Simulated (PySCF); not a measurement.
**Vertical excitation energies**

C₅H₅N.
SMILES: `CC#C[C@@H]1C=N1`

Method: TDDFT PBE0/def2-SVPD, vertical, gas phase, core orbitals frozen in the response (PySCF). Geometry: GFN2-xTB; no solvent, vibrations or thermal averaging.

| state | E (eV) | E (kJ/mol) | λ (nm) | f | \|μ\| (D) | main configurations (H = HOMO, L = LUMO) |
| --- | --- | --- | --- | --- | --- | --- |
| S1 | 4.52 | 436 | 274.2 | 0.011 | 0.79 | H→L (94%) |
| S2 | 5.52 | 533 | 224.6 | 0.0001 | 0.08 | H-1→L (97%) |
| S3 | 6.10 | 588 | 203.3 | 0.023 | 1.00 | H→L+3 (31%), H→L+1 (29%), H→L+2 (24%) |
| S4 | 6.52 | 629 | 190.2 | 0.026 | 1.03 | H→L+3 (31%), H-1→L+1 (15%), H-1→L+2 (12%) |
| S5 | 6.58 | 635 | 188.3 | 0.0066 | 0.51 | H→L+2 (55%), H→L+1 (40%) |
| S6 | 6.66 | 643 | 186.2 | 0.0017 | 0.26 | H-2→L (78%) |

Triplets, Tamm–Dancoff:

```csv
state,E (eV),λ (nm),"main configurations (H = HOMO, L = LUMO)"
T1,3.93,315.3,"H→L (87%), H-2→L (11%)"
T2,4.75,261.3,H-3→L (88%)
```

The lowest singlet lies at 4.52 eV (274 nm, ultraviolet) and is weak; its leading configuration is HOMO→LUMO (94%). The strongest level in the table is S4 at 6.52 eV (190 nm, f = 0.026). Löwdin shares by element: HOMO carbon 63% or more, nitrogen 16% (atoms not listed hold the other 21%); LUMO carbon 48% or more, nitrogen 38%, hydrogen 8% or more. The oscillator strengths of these states sum to 0.068; summed over the whole spectrum of an exact calculation they would give the number of electrons, 42 (Thomas–Reiche–Kuhn). Weighted by f, the mean energy of these states is 6.07 eV. Orbital energies (eV): HOMO-3 -9.20, HOMO-2 -9.04, HOMO-1 -7.60, HOMO -6.90, LUMO -0.81, LUMO+1 0.76, LUMO+2 0.83. The window holds the lowest 6 singlets.
